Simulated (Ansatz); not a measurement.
Two structures of CH9NSi, singlet, reached by relaxing down either side of one saddle point (PBE0-D4/def2-TZVP). Energies are electronic, without zero-point energy. Ansatz 0.2.0; basis: def2-TZVPP and def2-QZVPP; cores frozen in the correlated methods. Extrapolation: Hartree–Fock as exp(−7.88 √X), correlation as X^−2.97. First:

```
12
angstrom
Si -1.1969 -0.3396 0.6597
H -1.0154 -1.5195 -0.2295
H -2.2908 -0.6750 1.6169
H -1.6735 0.8026 -0.1674
C 0.3724 0.0810 1.5782
H 0.8380 -0.6488 -2.2713
N 0.9326 0.2896 -1.9029
H 0.2215 0.9404 2.2353
H 0.7036 -0.7609 2.1903
H 1.1504 0.3204 0.8514
H 1.7902 0.6748 -2.2789
H 0.1680 0.8349 -2.2817
```

Second:

```tsv
atom	x (Å)	y (Å)	z (Å)
Si1	-0.7323	0.8008	0.0481
H2	0.7477	-2.9977	-0.8950
H3	-2.0543	0.1180	0.0161
H4	-0.9983	2.2670	0.1863
C5	0.2912	0.2571	1.5076
H6	0.5992	-2.2768	-1.0351
N7	0.0742	0.3533	-1.4120
H8	-0.2031	0.5247	2.4449
H9	0.4474	-0.8236	1.4929
H10	1.2705	0.7436	1.5001
H11	1.0090	0.6912	-1.5817
H12	-0.4510	0.3421	-2.2723
```

**Question.** Which bonds change from the first to the second?

**Answer.** CH₆Si ([CH3][SiH3]) + NH₃ → CH₇NSi ([CH3][SiH2][NH2]) + H₂; bonds formed: Si1–N7, H2–H6; bonds broken: Si1–H2, H6–N7.

**Question.** Give the saddle point's structure and its height above each. (An estimate is asked for; the value comes from the calculation.)

**Answer.** Computed: 46.59 kcal/mol above the first and 51.32 kcal/mol above the second (CCSD(T) at an estimated basis limit (MP2 extrapolated from triple and quadruple zeta, plus CCSD(T) − MP2 in triple zeta)).
Si1  (-0.654, 0.102, 0.034)
H2  (0.055, -1.613, -0.363)
H3  (-1.967, -0.582, -0.065)
H4  (-1.081, 1.560, -0.013)
C5  (0.369, 0.045, 1.600)
H6  (0.394, -0.949, -1.274)
N7  (0.274, 0.182, -1.607)
H8  (0.047, 0.813, 2.307)
H9  (0.321, -0.940, 2.064)
H10  (1.419, 0.235, 1.355)
H11  (1.110, 0.758, -1.613)
H12  (-0.288, 0.389, -2.426)
(Å)

T1 diagnostic: at most 0.011.

Labels in which every atom is bracketed show which atoms are joined, not bond orders.

For scale, one of the runs: CCSD(T)/def2-TZVPP, 230 basis functions, launched by `ansatz run in.yaml --threads 4 --pin off --events-out ev --progress --plain --max-ram 9574MiB`. Hardware: 4 CPU threads of an Arm Neoverse V1, shared host. Wall time 58 s; peak host memory 3.9 GiB.
